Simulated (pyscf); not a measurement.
PySCF, gas phase, ωB97X-D3(BJ)/def2-SVP geometries.

H₃Si–P=GaH (SMILES [SiH3][P]=[GaH]) + H₂ (SMILES [H][H]) → H₃Si–PH–GaH₂ (SMILES [SiH3][PH][GaH2])
Surface: singlet. Broken: H–H. Formed: H–P, Ga–H. Give ΔE‡ and ΔE from PBE0-D3(BJ)/def2-TZVP, relative to the separated reactants.

ΔE‡ = 25.9 kcal/mol, ΔE = -25.8 kcal/mol. ωB97M-D3(BJ)/def2-TZVP gives 30.9 kcal/mol and -27.1 kcal/mol. Zero-point energy shifts the barrier by +1.6 kcal/mol. It is an addition across a multiple bond or ene-type step, with an imaginary mode of 1392i cm⁻¹. On the reactant side the descent ends in an adduct with a Ga–Si contact, 1.1 kcal/mol under the separated species and 30.8 kcal/mol under the saddle at ωB97X-D3(BJ)/def2-TZVP. At the saddle there is also a short Ga–H contact that neither side keeps. This saddle turned up in a search for another step; its sides and bond changes are read from the two ends of the descent. H₃Si–P=GaH is closed by a dative Ga–Si contact. One saddle was located; it need not be the lowest between these sides. Elements up to Kr have no core potential and no relativistic terms here.
